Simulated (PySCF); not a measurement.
A geometry optimisation on `[P]=S` [radical].

Method: PBE0-D3(BJ)/def2-SVP geometry optimisation, gas phase (PySCF 2.14.0). Start geometry: GFN2-xTB. A driver script takes a list of jobs; this job's settings line and coordinates (Å) are shown.

Input:
```
{"job": {"xc": "PBE0", "basis": "def2-SVP", "d3": "d3bj", "grid": 1, "kind": "geom"}, "charge": 0, "multiplicity": 2}
P      0.960200    -0.006840    -0.004410
S     -0.954680     0.009380    -0.023880
```

Output:
```
step   0  E = -739.01812107  max force = 0.006064
step   1  E = -739.01817190  max force = 0.001526
step   2  E = -739.01817559  max force = 0.000035
optimisation converged
```

Energies in Eh; «max force» is the largest Cartesian gradient component in Eh/bohr.

Question: How much energy does the optimisation release, in kJ/mol?

Answer: E(step 0) − E(last step) = 0.000055 Eh, which is 0.1 kJ/mol.

Question: Give the first gradient maximum in eV/Å.

Answer: With 1 Eh/bohr = 51.422 eV/Å, 0.312 eV/Å.

Main results: final energy -739.01818 Eh after 2 steps; dipole 0.70 D.

Question: Give the final coordinates.

Answer: 0.005 Å rms from the input after alignment:
```
atom  x, y, z in Å
P1     0.9556   -0.0076   -0.0035
S2    -0.9500    0.0101   -0.0248
```

Question: Estimate the wall time. Hardware: one thread of an x86-64 server (shared host).

Answer: About 1.8 s.
Labels such as C1 count atoms from 1, the log's own numbers from 0.
